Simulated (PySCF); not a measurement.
## How the method moves the HOMO and LUMO of HCF2CH2OH

Compound: HCF2CH2OH, C2H4F2O.
Structure used (PBE0-D3(BJ)/def2-SVP), in Å, numbered top down from 1:
```
atom  x, y, z in Å
O1     1.427    0.516    0.501
C2     0.573   -0.470    0.020
C3    -0.858    0.008   -0.060
F4    -1.338    0.319    1.158
F5    -0.887    1.145   -0.810
H6     1.272    1.311   -0.023
H7     0.617   -1.330    0.706
H8     0.858   -0.837   -0.988
H9    -1.531   -0.732   -0.529
```

Basis pcSseg-2 throughout (PySCF), one geometry. The structure is a single PBE0-D3(BJ)/def2-SVP conformer in the gas phase; no vibrational or solvent corrections.

Q: How do the orbital energies, the gap and the dipole change with the method?

A: 
```json
{"method": "OPBE", "kind": "GGA", "HOMO (eV)": "-6.67", "LUMO (eV)": "-0.09", "gap (eV)": "6.59", "μ (D)": "2.01", "SCF cycles": "15"}
{"method": "BLYP", "kind": "GGA", "HOMO (eV)": "-6.70", "LUMO (eV)": "-0.26", "gap (eV)": "6.45", "μ (D)": "2.15", "SCF cycles": "15"}
{"method": "PBE", "kind": "GGA", "HOMO (eV)": "-6.76", "LUMO (eV)": "-0.22", "gap (eV)": "6.54", "μ (D)": "2.10", "SCF cycles": "15"}
{"method": "B97-D", "kind": "GGA", "HOMO (eV)": "-6.80", "LUMO (eV)": "-0.05", "gap (eV)": "6.74", "μ (D)": "2.13", "SCF cycles": "15"}
{"method": "BP86", "kind": "GGA", "HOMO (eV)": "-6.87", "LUMO (eV)": "-0.09", "gap (eV)": "6.78", "μ (D)": "2.13", "SCF cycles": "15"}
{"method": "LDA", "kind": "LDA", "HOMO (eV)": "-6.91", "LUMO (eV)": "-0.36", "gap (eV)": "6.56", "μ (D)": "2.21", "SCF cycles": "15"}
{"method": "KT2", "kind": "GGA", "HOMO (eV)": "-6.94", "LUMO (eV)": "-0.22", "gap (eV)": "6.71", "μ (D)": "2.12", "SCF cycles": "15"}
{"method": "KT3", "kind": "GGA", "HOMO (eV)": "-6.94", "LUMO (eV)": "-0.39", "gap (eV)": "6.55", "μ (D)": "2.07", "SCF cycles": "15"}
{"method": "B97-2", "kind": "global hybrid", "HOMO (eV)": "-8.17", "LUMO (eV)": "0.60", "gap (eV)": "8.77", "μ (D)": "2.25", "SCF cycles": "13"}
{"method": "B3LYP", "kind": "global hybrid", "HOMO (eV)": "-8.23", "LUMO (eV)": "0.22", "gap (eV)": "8.45", "μ (D)": "2.29", "SCF cycles": "13"}
{"method": "PBE0", "kind": "global hybrid", "HOMO (eV)": "-8.46", "LUMO (eV)": "0.57", "gap (eV)": "9.03", "μ (D)": "2.27", "SCF cycles": "13"}
{"method": "mPW1PW91", "kind": "global hybrid", "HOMO (eV)": "-8.50", "LUMO (eV)": "0.53", "gap (eV)": "9.03", "μ (D)": "2.28", "SCF cycles": "13"}
{"method": "CAM-B3LYP", "kind": "range-separated hybrid", "HOMO (eV)": "-10.00", "LUMO (eV)": "1.20", "gap (eV)": "11.20", "μ (D)": "2.39", "SCF cycles": "12"}
{"method": "BHandHLYP", "kind": "global hybrid", "HOMO (eV)": "-10.16", "LUMO (eV)": "1.04", "gap (eV)": "11.20", "μ (D)": "2.46", "SCF cycles": "12"}
{"method": "wB97X-D", "kind": "range-separated hybrid", "HOMO (eV)": "-10.40", "LUMO (eV)": "2.31", "gap (eV)": "12.71", "μ (D)": "2.32", "SCF cycles": "12"}
{"method": "LC-wPBE", "kind": "range-separated hybrid", "HOMO (eV)": "-11.31", "LUMO (eV)": "2.35", "gap (eV)": "13.67", "μ (D)": "2.39", "SCF cycles": "12"}
{"method": "HF", "kind": "Hartree–Fock", "HOMO (eV)": "-12.77", "LUMO (eV)": "2.62", "gap (eV)": "15.40", "μ (D)": "2.59", "SCF cycles": "10"}
```

The HOMO spans 6.10 eV, from OPBE down to HF, and the gap runs from 6.45 eV (BLYP) to 15.40 eV (HF). Over the methods OPBE (0 %), BLYP (0 %), PBE (0 %), B97-D (0 %), BP86 (0 %), LDA (0 %), KT2 (0 %), KT3 (0 %), B97-2 (21 %), B3LYP (20 %), PBE0 (25 %), mPW1PW91 (25 %), BHandHLYP (50 %), HF (100 %), a straight line through the gap against the share of exact exchange rises by 0.89 eV for each 10 % (correlation coefficient 0.999). The dipole ranges from 2.01 D (OPBE) to 2.59 D (HF). This basis has no diffuse functions.

The vertical ΔSCF ionisation energy at B3LYP/def2-SVPD is 11.15 eV; −ε(HOMO) comes closest to it with LC-wPBE (11.31 eV).
